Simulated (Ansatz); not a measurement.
Input for Ansatz (development build ahead of 0.2.0):

```yaml
crystal:
  periodic: [false, false, false]
  atoms:
    - { symbol: Si, position_ang: [-0.00996, -0.00081, 0.07909] }
    - { symbol: H, position_ang: [1.41761, 0.00527, -0.36585] }
    - { symbol: H, position_ang: [-0.71383, 1.23168, -0.38058] }
    - { symbol: H, position_ang: [-0.71444, -1.23475, -0.38059] }
basis:
  gaussian: { orbitals: def2-TZVP }
magnetization:
  spin_polarized: true
  initial_magnetization: 1
hamiltonian:
  xc: hf
correlation:
  method: mp2
  frozen_orbitals: { H: 0, Si: 5 }
```

The input is written out in the form of the current development build from the run's settings.

Output:

* Converged: yes
* Reference energy: -290.63655 hartree
* Correlation energy: -0.10717 hartree
* Total energy: -290.74371 hartree
* Spin squared of the determinant: 0.755
